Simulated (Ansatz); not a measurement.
in.yaml

```yaml
crystal:
  periodic: [false, false, false]
  atoms:
    - {symbol: Ge, position_ang: [0.000000, 0.000000, 0.000000]}
    - {symbol: P, position_ang: [0.000000, 0.000000, 2.064100]}
basis:
  gaussian: {orbitals: aug-cc-pVDZ}
total_charge: -1
magnetization: {spin_polarized: false}
correlation: {method: bccd_t, electrons: outside_noble_gas}
```

```sh
$ ansatz run in.yaml --threads 1 --pin off --events-out ev --progress --plain --max-ram 4096MiB --backend cpu
```

(1) Roughly how long does this take on 1 thread of AMD EPYC 7R13, shared host, and how much host memory?

```
690 factors; integrals over basis functions are off by at most 6.2e-4 eV
mean field evaluation 1: about -65744.8951 eV, gradient 9.0e0 eV
mean field evaluation 2: about -65744.8957 eV, gradient 9.0e0 eV
mean field evaluation 4: about -65745.3903 eV, gradient 1.6e0 eV
mean field evaluation 8: about -65745.4073 eV, gradient 4.3e-5 eV
mean field evaluation 16: about -65745.4066 eV, gradient 6.5e-2 eV
mean field evaluation 32: about -65738.7518 eV, gradient 3.8e-3 eV
mean field evaluation 64: about -65730.6065 eV, gradient 1.3e1 eV
mean field evaluation 96: about -65725.8890 eV, gradient 1.6e1 eV
mean field -65745.40725867 eV, -2416.0991529184 hartree, gradient 2.4e-6 eV, S^2 0.000000; 0 other end points of the search recorded, 0 dependent functions left out; unrestricted orbitals would lower it
19 core orbitals not correlated: weight in the atoms' cores, before any rotation towards them, 0.999 or more for the frozen orbitals, at most 0.000 for the correlated occupied ones
reference -65745.40725867 eV, -2416.0991529184 hartree; 5, 5 occupied and 39, 39 virtual orbitals, 690 factors
second order -5.87290721 eV of doubles, -0.00000000 eV of singles
cycle   1  -5.96773699 eV  change   -9.5e-2 eV  update   1.0e-1
cycle   2  -6.17241387 eV  change   -2.0e-1 eV  update   3.8e-2
cycle   3  -6.24395788 eV  change   -7.2e-2 eV  update   2.3e-2
cycle   4  -6.24780968 eV  change   -3.9e-3 eV  update   8.1e-3
cycle   5  -6.24585560 eV  change    2.0e-3 eV  update   3.1e-3
cycle   6  -6.24596566 eV  change   -1.1e-4 eV  update   8.1e-4
cycle   7  -6.24582826 eV  change    1.4e-4 eV  update   3.1e-4
cycle   8  -6.24583272 eV  change   -4.5e-6 eV  update   9.4e-5
cycle   9  -6.24585757 eV  change   -2.5e-5 eV  update   4.2e-5
cycle  10  -6.24584236 eV  change    1.5e-5 eV  update   1.2e-5
cycle  11  -6.24584015 eV  change    2.2e-6 eV  update   4.2e-6
perturbative correction -0.43486356 eV, -0.0159809409 hartree
Total energy: -65752.08796237 eV, -2416.3446642512 hartree
```

For the same geometry and basis RCCSDTQ lies 58.1 meV lower.

Results:

(1) 2.9 s wall and 0.16 GiB.
